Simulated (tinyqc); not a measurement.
RKS/PBE0 in the sto-3g basis, for OH-, spin multiplicity 1, step by step. The basis has no diffuse functions, so it cannot describe the extra electron: this is an exercise in the method, not the real anion. One step of it, computed by the program tinyqc.

Question. Orthogonalisation. S = U s U^T; symmetric (Loewdin) form X = U s^(-1/2) U^T, so that X^T S X = 1.

overlap S, lower triangle:
```
           1O 1s     1O 2s    1O 2px    1O 2py    1O 2pz     2H 1s
1O 1s   1.000000
1O 2s   0.236704  1.000000
1O 2px  0.000000  0.000000  1.000000
1O 2py  0.000000  0.000000  0.000000  1.000000
1O 2pz  0.000000  0.000000  0.000000  0.000000  1.000000
2H 1s   0.047490  0.440181  0.000000  0.000000  0.374181  1.000000
```

Give: eigenvalues of S; X.

Answer.

eigenvalues of S: 0.4057  0.8395  1.0000  1.0000  1.1321  1.6227

X, lower triangle:
```
          1O 1s    1O 2s  1O 2px  1O 2py   1O 2pz   2H 1s
1O 1s    1.0230
1O 2s   -0.1326   1.1237
1O 2px   0.0000   0.0000  1.0000
1O 2py   0.0000   0.0000  0.0000  1.0000
1O 2pz  -0.0082   0.0847  0.0000  0.0000   1.0705
2H 1s    0.0230  -0.2888  0.0000  0.0000  -0.2411  1.1690
```
